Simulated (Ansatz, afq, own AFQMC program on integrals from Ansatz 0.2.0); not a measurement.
**Where AFQMC and coupled cluster stand for NH2S, doublet**

```csv
atom,x (Å),y (Å),z (Å)
N,0.0000,-0.1878,1.0997
S,0.0000,0.0962,-0.5000
H,0.0000,0.7404,1.5312
H,0.0000,-1.1895,-0.9067
```

Connectivity, by distances: NH–SH.

Basis cc-pVDZ. Noble-gas cores (and the filled d shells of Ga–Kr and In–Xe) are frozen. AFQMC by an in-house program on the Cholesky factors that Ansatz 0.2.0 writes for its CCSD(T) run. The CISD trial takes its coefficients from CCSD amplitudes. Released means that phaseless walkers are propagated on without the constraint, phases kept. Free AFQMC starts from the CCSD state and is never constrained. Its projection time is finite, and what remains of the start isn't in its error. Error bars are statistical, one sigma.

Determinant: UHF, the one that the program's search chose, which needn't be the lowest solution. The geometry is a PBE0/def2-TZVP stationary point of this or a neighbouring charge and spin state.

No full CI on the walks' own integrals is used here; CCSDT(Q) serves as the reference and is uncertain by about the last step of the cluster series.

The T1 diagnostic is 0.0276, the weight of the determinant in the CISD state is 0.867 and the ⟨S²⟩ of the determinant is 0.765. The size of the correlated space is 13 electrons in 36 orbitals.

```json
{"level": "MP2", "correlation energy (eV)": "-7.5399"}
{"level": "CCSD", "correlation energy (eV)": "-8.4145"}
{"level": "CCSD(T)", "correlation energy (eV)": "-8.6526"}
```

(1) Estimate where free-projection AFQMC lies against CCSD(T) on the same integrals.

(1) 5.4 ± 2.2 kJ/mol below CCSD(T).

Reference: CCSDT(Q), correlation energy -8.698 eV. The released energy is read at 0.99 1/Eh, later times being too noisy (meV from the phaseless value at times in 1/Eh: -28 ± 15 at 0.24, -42 ± 15 at 0.51, -19 ± 17 at 0.99, -73 ± 24 at 1.62, -30 ± 26 at 2.40).

| level | E − E(reference) (kJ/mol) | share of correlation (%) |
| --- | --- | --- |
| CCSD(T) | 4.4 | 99.48 |
| CCSDT | 2.0 | 99.76 |
| ph-AFQMC/HF | 3.7 ± 5.1 | 99.56 |
| ph-AFQMC/CISD | 4.2 ± 1.1 | 99.50 |
| released AFQMC | 2.3 ± 1.6 | 99.72 |
| free AFQMC | -1.1 ± 2.2 | 100.13 |

Free projections are given only where their last times agree within the noise and don't stop above the reference; a slow remainder of the start can still hide under it. A walk keeps the symmetry of its determinant, which the program's search chose and which needn't be the lowest solution, so a lower state of the same spin and another symmetry isn't excluded. Released energies are given only where the last usable release times agree within the noise; a slower fall can still hide under it.
